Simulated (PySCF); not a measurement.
PySCF input:

```python
from pyscf import gto, scf, dft

mol = gto.M(
    atom='''
    C     0.13152232    0.38672480    0.01599482
    C     1.26715633   -0.26934746   -0.00652910
    F    -1.14692546   -0.29258346   -0.01565564
    H    -0.14655768    1.44553984    0.05762139
    H     2.07681501    0.48344726    0.02648506
    ''',
    basis='def2-tzvpd',
    charge=-1,
    spin=0,
    verbose=4,
)

mf = dft.RKS(mol, xc='pw6b95').density_fit(auxbasis='def2-universal-jkfit')
mf.grids.level = 3
mf.conv_tol = 1e-9
mf.max_cycle = 100
mf.max_memory = 1500
mf.kernel()
if not mf.converged:
    mf = mf.newton()
    mf.kernel(mf.make_rdm1())
mf.analyze()
```

Question: Which total energy does the run end on?

Answer: -177.46262 Eh (PW6B95/def2-TZVPD).

It need not be the lowest isomer of its formula. Whether it binds its extra electron was not tested at this geometry.
